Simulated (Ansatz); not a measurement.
# One structure, 3 elements: NiGe, GePd, GePt

Plane-wave DFT in Ansatz with scalar-relativistic PAW potentials, cutoff 500 eV, Γ-centred meshes chosen by cell and gap, Gaussian smearing with energies taken to zero width. Every cell was relaxed (cell and atoms) in a run of its own, within the symmetry of its start. Functional: r2SCAN.

All members share space group Pnma and the same sites; only the element on one set of sites changes (Ni, Pd, Pt). Members needn't be the stable form of their composition. Energies over the elements, where given, are against the elements' standard states in the same functional (H₂, N₂, O₂ and halogens uncorrected, Hg as a solid). The first member:

Space group Pnma (No. 62). a = 5.293 Å, b = 3.458 Å, c = 5.810 Å, α = 90.00°, β = 90.00°, γ = 90.00°
```tsv
atom	site	symmetry	x	y	z
Ni	4c	.m.	0.9949	0.7500	0.1930
Ge	4c	.m.	0.8094	0.7500	0.5863
```

| compound | V (Å³/atom) | a (Å) | b (Å) | c (Å) | energy over elements (eV/atom) |
| --- | --- | --- | --- | --- | --- |
| NiGe | 13.29 | 5.293 | 3.458 | 5.810 | -0.264 |
| GePt | 16.42 | 5.776 | 3.708 | 6.133 | -0.470 |

Problem. Predict the member with Pd.

Solution. V (Å³/atom) 16.13, a (Å) 5.798, b (Å) 3.543, c (Å) 6.283, energy over elements (eV/atom) -0.420. Interpolating linearly in period between Ni and Pt would give 14.85 Å³/atom (7.9 % too small), with -0.367 eV/atom over the elements. Over the whole series the volume grows at each step down the group; all are metallic on the mesh; binding against the elements strengthens. Pt is hardly larger than Pd here (16.42 against 16.13 Å³/atom), as one expects from the lanthanide contraction and relativistic shrinking of 6s.

Spin-orbit coupling is left out, which matters for the bands of heavy elements. Spin polarisation was left out, and a magnetic state may lie lower.